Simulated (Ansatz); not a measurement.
How far each method lies from UCCSDT(Q) for GaH$_{2}$⁻, triplet

Geometry: a PBE0/def2-TZVPD stationary point for this spin, not checked as a minimum.

```tsv
atom	x (Å)	y (Å)	z (Å)
Ga	0.0000	-0.0224	0.0000
H	0.0000	0.7758	-1.3990
H	0.0000	0.7758	1.3990
```

Basis aug-cc-pVDZ; Ansatz 0.2.0. Correlated methods freeze the noble-gas cores and the filled d shells of p-block atoms, which leaves 6 electrons in 40 orbitals. Prefix R: restricted or restricted open-shell reference; prefix U: unrestricted. Active spaces: valence = (6e, 6o) chosen from the atoms' valence shells. No spin–orbit coupling is included, and no scalar relativity.

Full CI isn't at hand for all of this; UCCSDT(Q) serves as the reference, and is uncertain by the last step of the cluster series or more. The frozen core follows each run's orbitals, which can shift R against U totals by a few meV for light atoms and by up to 0.1 eV past Ca.

The UHF ⟨S²⟩ is 2.004, the T1 diagnostic (RCCSD) is 0.0231 and the largest doubles amplitude (RCCSD) is 0.038. The T1 diagnostic (UCCSD) is 0.0182.

**Question.** From what is known of these methods and the diagnostics, rank them by the size of their error in total energy against UCCSDT(Q) in aug-cc-pVDZ, smallest first (an estimate: the text doesn't fix the numbers).
A. UCCSDT
B. UCCSD
C. UMP2
D. UCCSD(T)
E. UHF

**Answer.** A (0.1 kJ/mol), D (2.0 kJ/mol), B (7.6 kJ/mol), C (63.4 kJ/mol), E (244.1 kJ/mol).

All errors are against UCCSDT(Q) in aug-cc-pVDZ. Within each family the higher level lies nearer, as is usual though not guaranteed.

Natural occupations of CASSCF (valence space) about the gap: 1.981 1.968 1.002 1.000 0.029 0.019; effectively unpaired electrons, Σ n²(2−n)², 2.01.
